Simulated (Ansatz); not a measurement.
A made-up structure of BSiNH4, singlet:

| atom | x (Å) | y (Å) | z (Å) |
| --- | --- | --- | --- |
| B1 | -1.1628 | 0.3886 | -0.7649 |
| Si2 | 1.1515 | -1.2844 | 0.3887 |
| N3 | 0.4353 | 0.1573 | 0.4112 |
| H4 | -1.5179 | -0.5393 | -1.4224 |
| H5 | -1.7613 | 1.4202 | -0.8236 |
| H6 | 0.7435 | 0.9461 | 0.9797 |
| H7 | 2.2942 | -1.5258 | 1.1964 |

It is relaxed with PBE-D4/def2-SVP and then PBE0-D4/def2-TZVP (Ansatz 0.2.0). Atoms count as bonded within 1.22 times the sum of their covalent radii (H–H: 0.88 Å). The end point is not checked to be a true minimum.

Q: Does its bonding change? (A judgement: the text doesn't fix the answer.)

A: Computed: Yes. Formed: B1–N3; broken: none.

Where it ends: The first stage lowers the energy by 3.35 eV in 10 steps. It ends as BSiNH₄ ([BH2][NH][SiH]):
B1  (-0.921, 0.345, -0.590)
Si2  (1.009, -1.484, 0.196)
N3  (0.218, 0.072, 0.202)
H4  (-1.345, -0.533, -1.285)
H5  (-1.434, 1.425, -0.557)
H6  (0.569, 0.819, 0.785)
H7  (2.086, -1.081, 1.214)
(Å)

Labels in which every atom is bracketed show which atoms are joined, not bond orders.

For scale, one of the runs: PBE0-D4/def2-TZVP relaxation, 123 basis functions, launched by `ansatz run in.yaml --threads 2 --pin off --events-out ev --progress --plain --max-ram 4352MiB`. Hardware: 2 CPU threads of an Arm Neoverse V2, shared host. Wall time about 9.5 s.
